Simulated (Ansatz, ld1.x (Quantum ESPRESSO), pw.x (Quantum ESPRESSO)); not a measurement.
Pd (Z = 46): one change to the PAW potential, in the atom and in the fcc crystal

| Item | Value |
| --- | --- |
| Element | palladium (Pd) |
| Generator | ld1.x (Quantum ESPRESSO) 7.5 |
| Type | PAW |
| Functional | PBE |
| Relativity | scalar-relativistic |
| Frozen core | [Kr] |
| Valence charge | 10 |
| Reference configuration | 4d9 5s0 5p0 (charge +1) |
| Partial waves | 5s (bound, empty): rcut 1.45, rcutus 2.05 bohr; 5s channel at 4.3 Ry: rcut 1.45, rcutus 2.05 bohr; 5p (bound, empty): rcut 2.75, rcutus 3.30 bohr; 5p channel at 1.6 Ry: rcut 2.75, rcutus 3.30 bohr; 4d (bound): rcut 1.60, rcutus 1.80 bohr; 4d channel at 4 Ry: rcut 1.60, rcutus 1.80 bohr |
| Local potential | all-electron potential smoothed inside 2.95 bohr (lloc = -2) |
| Core correction | Bessel-smoothed model core inside 1.35 bohr |
| Augmentation charge | PSQ, inside the norm-conserving radii |

Change: waves 4d (bound): rcut 1.26, rcutus 1.34 bohr; 4d channel at 4 Ry: rcut 1.26, rcutus 1.34 bohr.

Cutoffs, loose and tight: the cutoffs (Ry, on a coarse ladder) from which the occupation-weighted sum of valence levels, in a spherical-Bessel basis at the reference potential, stays within 10 and 1 mRy of its value at 400 Ry. They do not see the model core or the augmentation charge, which bear on the density cutoff. Test errors are all-electron minus pseudo excitation energies from the reference, over the configurations 4d10 5s0 5p0; 4d8 5s0 5p0; 4d7 5s0 5p0; 4d9 5s0 5p1; 4d6 5s0 5p0; 4d9.5 5s0 5p0; 4d9 5s1 5p0; variants that change the core or the reference have their own tests.

Crystal test: fcc Pd in pw.x 7.5, no spin, 14³ k-points, Fermi–Dirac smearing 0.01 Ry, cutoffs set for each file from its atomic test. The reference is all-electron LAPW (Ansatz 0.2.0) with the same functional, mesh and smearing; V0 and B0 come from Birch–Murnaghan fits to the pressures at five volumes. Errors are pseudo minus all-electron; Δ is the rms difference of the E(V) curves that follow from these fits, minima aligned, over ±6 % about the mean V0. Mesh and smearing are coarse, so the numbers serve the comparison and aren't converged zero-temperature values; the lattice is a test structure that the element need not adopt.

All-electron: a0 = 3.948 Å (V0 = 15.38 Å³/atom), B0 = 165.5 GPa.

**Question.** Does the change bring the crystal closer to the all-electron result?

**Answer.** The mean pressure error goes from +11.20 to +8.77 GPa, so the change moves the solid closer to the all-electron pressures.

```tsv
quantity	base	changed
outcome (atom)	generated	generated
cutoff, loose (atom)	35 Ry	60 Ry
cutoff, tight (atom)	55 Ry	100 Ry
bound ghosts (atom)	none	none
largest test error (meV) (atom)	-423 over the solved tests; 2 of 7 tests not solved or not reliable	-1145 over the solved tests; test run stopped at test 7 of 7 (negative rho), 1 before it not solved
cutoffs in pw.x (Ry)	70/560	120/900
a0 (Å)	–	4.010
a0 error (%)	–	+1.59
B0 error (%)	–	-3.1
Δ (meV/atom)	–	26.9
mean pressure error (GPa)	+11.20	+8.77
```

A dash: not determined, or the minimum lies outside the volumes sampled.

Base: The largest radius (3.30 bohr) exceeds half the bond length (2.64 bohr), so the spheres overlap, which is one possible source of error among others. This is a poor potential for the solid. Atomic configuration tests: 2 of 7 tests not solved or not reliable. The logarithmic derivative shows an extra or strongly shifted pseudo pole above the reference energy (s near 0.68 Ry). Changed file: The largest radius (3.30 bohr) exceeds half the bond length (2.64 bohr), so the spheres overlap, which is one possible source of error among others. This is a poor potential for the solid. Atomic configuration tests: test run stopped at test 7 of 7 (negative rho), 1 before it not solved. The logarithmic derivative shows an extra or strongly shifted pseudo pole above the reference energy (s near 0.68 Ry). The atomic cutoffs weigh occupied waves only.
